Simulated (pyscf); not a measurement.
Optimised with ωB97X-D3(BJ)/def2-SVP in PySCF.

Question: For HO–AsH₂ (SMILES O[AsH2]) + H₂ (SMILES [H][H]) → AsH₃ (SMILES [AsH3]) + H₂O (SMILES O), a four-centre exchange (singlet surface; As–O, H–H broken, As–H, H–O formed), PBE/def2-TZVP gives ΔE‡ = 170.9 kJ/mol and ΔE = -48.4 kJ/mol (zero: the separated reactants). In which direction and how far do PBE0-D3(BJ)/def2-TZVP, M06-2X/def2-TZVP, ωB97M-D3(BJ)/def2-TZVP move these?

Answer: PBE0-D3(BJ): ΔE‡ = 188.8 kJ/mol, ΔE = -54.5 kJ/mol; M06-2X: ΔE‡ = 215.2 kJ/mol, ΔE = -38.1 kJ/mol; ωB97M-D3(BJ): ΔE‡ = 204.4 kJ/mol, ΔE = -51.1 kJ/mol. PBE's barrier lies under all of them, by 17.9 to 44.3 kJ/mol. Its reaction energy lies among theirs. Low barriers are usual for a GGA, whose delocalisation error favours stretched bonds. This is the saddle that the search found; another between the same sides may lie lower. Elements up to Kr have no core potential and no relativistic terms here.
